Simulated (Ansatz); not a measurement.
Reaction: C2H6S (ethanethiol, SMILES CCS) → C2H5S (SMILES [S]CC, doublet) + H (doublet) (the H-S bond breaks)
Each species at its own B3LYP-D3(BJ)/def2-TZVP minimum (Ansatz, a program for electronic structure), one conformer.

Total energies in hartree (Ansatz). Radicals and triplets start from unrestricted determinants; spin-orbit coupling is neglected. Cores are frozen in correlated methods. No relativity. Where a partner has so few electrons that a lower coupled-cluster level is exact, that level stands in.

| species | HF/cc-pV(T+d)Z | CCSD(T)/cc-pV(T+d)Z | HF/cc-pV(Q+d)Z | CCSD(T)/cc-pV(Q+d)Z | CCSD(T)/cc-pV(D+d)Z | CCSDT(Q)/cc-pV(D+d)Z |
|---|---|---|---|---|---|---|
| 1: C2H6S (SMILES CCS) | -476.80680 | -477.41208 | -476.81570 | -477.45475 | -477.26037 | -477.26211 |
| 2: C2H5S (SMILES [S]CC, doublet) | -476.20236 | -476.76879 | -476.21100 | -476.80924 | -476.62398 | -476.62570 |
| 3: H (doublet) | -0.49981 | -0.49981 | -0.49995 | -0.49995 | -0.49928 | -0.49928 |

Task: Work out the bond dissociation energy (electronic) in kJ/mol: take Hartree-Fock from cc-pV(Q+d)Z, extrapolate the CCSD(T) correlation energy as X^-3 (X = 3, 4), and add CCSDT(Q) - CCSD(T) in cc-pV(D+d)Z. 1 hartree = 2625.5 kJ/mol.

Result: 
Species 1: correlation (64·(-0.63905) - 27·(-0.60528))/37 = -0.66369; step -0.00174; E1 = -476.81570 + (-0.66369) + (-0.00174) = -477.48113
Species 2: correlation (64·(-0.59824) - 27·(-0.56643))/37 = -0.62145; step -0.00172; E2 = -476.21100 + (-0.62145) + (-0.00172) = -476.83417
Species 3: correlation (64·(0.00000) - 27·(0.00000))/37 = 0.00000; step +0.00000; E3 = -0.49995 + (0.00000) + (+0.00000) = -0.49995
-1·E1 +1·E2 +1·E3 = 0.14701 hartree = 386.0 kJ/mol.
